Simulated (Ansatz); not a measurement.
**One shape, several levels: [SiH3]+ (SMILES [SiH3+])**

We compute a comparison of 6 runs (UHF/6-31G*, revPBE/3-21G, r2SCAN/6-31G*, revPBE/6-31G*, MP2/6-31G*, UCCSD(T)/3-21G) of [SiH3]+. 

The calculation is run with Ansatz 0.2.0.

2 further runs of the same task are left out: 2 that didn't finish.

### Step 1. The molecule

[SiH3]+: 4 atoms, total charge +1, spin state singlet. SMILES: `[SiH3+]`. The H3–Si1 distance was set to 2.208 Å, away from the relaxed value. At this shape a bond of the SMILES string is far longer than usual.

Bond lengths: Si1–H2 1.472 Å, Si1–H4 1.472 Å. Angles: H2–Si1–H4 120.0°. A long bond or contact: Si1–H3 2.208 Å.

### Step 2. The energy at UHF/6-31G(d) (spherical functions) (run 1)

Contents of job.yaml:

```yaml
crystal:
  periodic: [false, false, false]
  atoms:
    - {symbol: Si, position_ang: [0.059200, 0.733596, 0.004950]}
    - {symbol: H, position_ang: [0.746100, 1.408996, 1.117950]}
    - {symbol: H, position_ang: [-0.118400, -1.467200, -0.009900]}
    - {symbol: H, position_ang: [-0.509300, 1.525296, -1.098150]}
basis:
  gaussian: {orbitals: 6-31G_st_-spherical.json}
magnetization: {spin_polarized: true}
accuracy: high
hamiltonian: {xc: hf}
total_charge: 1
```

The basis set 6-31G* is read from a file made from the Basis Set Exchange's data (not shown).

The run is started by

```bash
$ ansatz run job.yaml --threads 1 --pin off --max-ram 2610MiB --events-out events.jsonl --progress --plain --runs-dir runs
```

What it wrote:

```text
Warning: RAYON_NUM_THREADS=1 ignored (pool sized by the plan → 1); use --threads N
Functional definition: HF
  name "HF"
  exchange = exact_x
  correlation = 0
451 factors; integrals over basis functions are off by at most 3.6e-9 eV
mean field evaluation 1: about -7897.3676 eV, gradient 4.9e0 eV
mean field evaluation 2: about -7897.3697 eV, gradient 5.0e0 eV
mean field evaluation 4: about -7897.6590 eV, gradient 1.3e-1 eV
mean field evaluation 8: about -7897.6591 eV, gradient 1.9e-5 eV
mean field evaluation 16: about -7897.8041 eV, gradient 6.9e-3 eV
mean field -7897.80405718 eV, -290.2389457775 hartree, gradient 2.7e-8 eV, S^2 0.367285; 1 other end points of the search recorded, 0 dependent functions left out
reference -7897.80405718 eV, -290.2389457775 hartree; 8, 8 occupied and 16, 16 virtual orbitals, 451 factors
Total energy: -7897.80405718 eV, -290.2389457775 hartree
```

It took 0.22 s on 1 thread of Arm Neoverse V1, shared host.

### Step 3. A single-point energy at revPBE/3-21G (run 2)

Contents of molecule.yaml:

```yaml
crystal:
  periodic: [false, false, false]
  atoms:
    - {symbol: Si, position_ang: [0.059200, 0.733596, 0.004950]}
    - {symbol: H, position_ang: [0.746100, 1.408996, 1.117950]}
    - {symbol: H, position_ang: [-0.118400, -1.467200, -0.009900]}
    - {symbol: H, position_ang: [-0.509300, 1.525296, -1.098150]}
basis:
  gaussian:
    orbitals: 3-21G.json
accuracy: high
hamiltonian:
  xc: {name: revPBE}
total_charge: 1
```

The basis set 3-21G is read from a file made from the Basis Set Exchange's data (not shown).

The run is started by

```bash
$ ansatz run molecule.yaml --threads 1 --pin off --max-ram 2610MiB --events-out events.jsonl --progress --plain --runs-dir runs
```

What it wrote:

```text
Warning: RAYON_NUM_THREADS=1 ignored (pool sized by the plan → 1); use --threads N
Functional definition: revPBE
  name "revPBE"
  parameter kappa = 1.245
  parameter beta = 0.06672455060314922
  exchange = pbe_x(kappa = kappa, mu = beta*pi^2/3)
  correlation = pbe_c(beta = beta)
373 factors; integrals over basis functions are off by at most 4.1e-9 eV
mean field evaluation 1: about -7870.2166 eV, gradient 1.1e1 eV
mean field evaluation 2: about -7868.6736 eV, gradient 1.9e1 eV
mean field evaluation 4: about -7870.9362 eV, gradient 5.9e-1 eV
mean field evaluation 8: about -7870.9230 eV, gradient 2.9e-3 eV
mean field evaluation 16: about -7870.9230 eV, gradient 4.7e-8 eV
mean field -7870.92297093 eV, -289.2510840784 hartree, gradient 4.7e-8 eV, S^2 0.000000; 0 other end points of the search recorded, 0 dependent functions left out
reference -7870.92297392 eV, -289.2510841884 hartree; 8, 8 occupied and 11, 11 virtual orbitals, 373 factors
Total energy: -7870.92297392 eV, -289.2510841884 hartree
```

Wall time 0.62 s (1 thread of Arm Neoverse V1, shared host).

### Step 4. A single-point energy at r2SCAN/6-31G(d) (spherical functions) (run 3)

molecule.yaml: that of step 3 with these lines changed.

```diff
@@ -9,6 +9,6 @@
   gaussian:
-    orbitals: 3-21G.json
+    orbitals: 6-31G_st_-spherical.json
+total_charge: 1
+hamiltonian:
+  xc: r2scan
 accuracy: high
-hamiltonian:
-  xc: {name: revPBE}
-total_charge: 1
```

The basis set 6-31G* is read from a file made from the Basis Set Exchange's data (not shown).

The run is started by

```bash
$ ansatz run molecule.yaml --threads 1 --pin off --max-ram 2610MiB --events-out events.jsonl --progress --plain --runs-dir runs
```

What it wrote:

```text
Warning: RAYON_NUM_THREADS=1 ignored (pool sized by the plan → 1); use --threads N
Functional definition: r2SCAN
  name "r2SCAN"
  parameter k0 = 0.174
  parameter k1 = 0.065
  parameter a1 = 4.9479
  exchange = r2scan_x(k0 = k0, k1 = k1, a1 = a1)
  correlation = r2scan_c
451 factors; integrals over basis functions are off by at most 3.6e-9 eV
mean field evaluation 1: about -7912.2022 eV, gradient 1.1e1 eV
mean field evaluation 2: about -7911.2462 eV, gradient 1.6e1 eV
mean field evaluation 4: about -7912.9089 eV, gradient 3.8e-1 eV
mean field evaluation 8: about -7912.9008 eV, gradient 8.1e-3 eV
mean field evaluation 16: about -7912.9008 eV, gradient 8.7e-8 eV
mean field -7912.90082872 eV, -290.7937418985 hartree, gradient 1.4e-9 eV, S^2 0.000000; 0 other end points of the search recorded, 0 dependent functions left out
reference -7912.90082938 eV, -290.7937419228 hartree; 8, 8 occupied and 16, 16 virtual orbitals, 451 factors
Total energy: -7912.90082938 eV, -290.7937419228 hartree
```

It took 2 s on 1 thread of Arm Neoverse V1, shared host; peak memory 0.11 GiB.

Runs 4 to 5 aren't shown in full; the table further down has their settings and results.

### Step 5. A single-point energy at UCCSD(T)/3-21G (run 6)

molecule.yaml: that of step 4 with these lines changed.

```diff
@@ -8,7 +8,7 @@
 basis:
-  gaussian:
-    orbitals: 6-31G_st_-spherical.json
+  gaussian: {orbitals: 3-21G.json}
 total_charge: 1
-hamiltonian:
-  xc: r2scan
+magnetization: {spin_polarized: true, initial_magnetization: 0}
+correlation: {method: ccsd_t, frozen_orbitals: {H: 0, Si: 5}}
 accuracy: high
+scf: {omitted_lower_state_checks: [cluster_reference, increment]}
```

The basis set 3-21G is read from a file made from the Basis Set Exchange's data (not shown).

The run is started by

```bash
$ ansatz run molecule.yaml --threads 1 --pin off --max-ram 2610MiB --events-out events.jsonl --progress --plain --runs-dir runs
```

What it wrote, cut to the lines that bear on the results:

```text
Warning: RAYON_NUM_THREADS=1 ignored (pool sized by the plan → 1); use --threads N
[... 2 set-up lines as earlier in the session ...]
[...]
373 factors; integrals over basis functions are off by at most 4.1e-9 eV
[...]
mean field -7856.48584156 eV, -288.7205293600 hartree, gradient 6.8e-8 eV, S^2 0.363135; 3 other end points of the search recorded, 0 dependent functions left out
5 core orbitals not correlated: weight in the atoms' cores, before any rotation towards them, 1.000 or more for the frozen orbitals, at most 0.000 for the correlated occupied ones
reference -7856.48584156 eV, -288.7205293600 hartree; 3, 3 occupied and 11, 11 virtual orbitals, 373 factors
second order -1.22000462 eV of doubles, -0.00000000 eV of singles
cycle   1  -1.58659795 eV  change   -3.7e-1 eV  update   7.0e-2
[...]
cycle  23  -2.22147200 eV  change   2.7e-10 eV  update  8.3e-11
perturbative correction -0.04196272 eV, -0.0015421013 hartree
Total energy: -7858.74927628 eV, -288.8037090515 hartree
Checks for a lower state left out: cluster_reference, increment
```

Run time: 0.32 s. Hardware: 1 thread of Arm Neoverse V1, shared host.

### Step 6. All runs side by side

```csv
run,level,frozen core orbitals,energy (Eh),wall time
1,UHF/6-31G* (spherical functions),–,-290.238946,0.22 s
2,revPBE/3-21G,–,-289.251084,0.62 s
3,r2SCAN/6-31G* (spherical functions),–,-290.793742,2 s
4,revPBE/6-31G* (spherical functions),–,-290.775978,0.81 s
5,MP2/6-31G* (spherical functions),5,-290.306581,0.18 s
6,UCCSD(T)/3-21G,5,-288.803709,0.32 s
```

### Step 7. Summary of results

```
                                          quantity          value
                               run 6: total energy  -288.80371 Eh
run 6: correlation energy (5 core orbitals frozen)      -83.2 mEh
                             run 6: (T) correction      -1.54 mEh
          run 6: ⟨S²⟩ of the reference determinant          0.363
                              run 6: T1 diagnostic          0.094
```

What this shows: Totals of different functionals can't be ranked against each other. In run 5 the log says that unrestricted orbitals would lower the reference, so the values rest on an unstable closed-shell determinant (other closed-shell runs at this shape may share the fault). Spin contamination of the reference: run 1 ⟨S²⟩ = 0.37, run 6 ⟨S²⟩ = 0.36. All runs together took 4.2 s, the longest 2 s.
